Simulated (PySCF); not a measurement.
**ClH₂MgS+, an ion with solvent molecules: interaction energy**

An exercise on one series of results from a longer session: the logs are not shown, and one member is left open.

Computed with PySCF 2.14.0; each step states its level. No surroundings beyond the atoms listed, unless a continuum is named. Atoms count from 0, parts from 1.

## The system as given

5 atoms, charge 1, multiplicity 1; geometry: GFN2-xTB. Parts: 1 = atoms 0–1, `[Mg+][Cl]`, charge 1; 2 = atoms 2–4, `S`, charge 0.

The first run:

Job settings and geometry (Å):

```
{"job": {"xc": "PBE0", "basis": "def2-SVPD", "d3": "d3bj", "grid": 2, "kind": "geom", "shake": 0.01}, "charge": 1, "multiplicity": 1, "parts": [{"atoms": "0-1", "charge": 1, "multiplicity": 1}, {"atoms": "2-4", "charge": 0, "multiplicity": 1}]}
Mg    -0.093015    -0.523003    -0.729026
Cl    -0.202396     0.523679     1.077702
S      0.548122    -0.388624    -3.272235
H     -0.526852    -0.857807    -3.821199
H      1.193956    -1.574584    -3.388209
```

The run is started by

```console
$ OMP_NUM_THREADS=1 python cluster_run.py task.json out
```

This one command runs all jobs of the session in turn.

Among the steps run: Geometry optimisation at PBE0-D3(BJ)/def2-SVPD; Coupled-cluster interaction energy: CCSD(T) and MP2.

One table of the session follows, with a row left open; its other results are not shown here.

It belongs to the step «Coupled-cluster interaction energy: CCSD(T) and MP2». 

```
                 method  interaction energy (kcal/mol)
         HF/aug-cc-pVDZ                              ?
        MP2/aug-cc-pVDZ                         -40.43
       CCSD/aug-cc-pVDZ                         -40.21
    CCSD(T)/aug-cc-pVDZ                         -40.08
         HF/aug-cc-pVTZ                         -41.73
        MP2/aug-cc-pVTZ                         -41.32
    SCS-MP2/aug-cc-pVTZ                         -41.03
      MP2, extrapolated                         -41.59
CCSD(T), limit estimate                         -41.25
```

Q: Estimate the row for HF/aug-cc-pVDZ from the others.

As computed: interaction energy (kcal/mol): -41.47. In the column «interaction energy (kcal/mol)» it lies between MP2, extrapolated (-41.59) and MP2/aug-cc-pVTZ (-41.32).

In this run the core of Mg (2s2p) is correlated, in a basis without core functions; only the other cores are frozen.

Limits of these values: The interaction energy leaves out the deformation of the parts, 0.46 kcal/mol (MP2); added to the CCSD(T) estimate it gives a binding of about -40.79 kcal/mol.
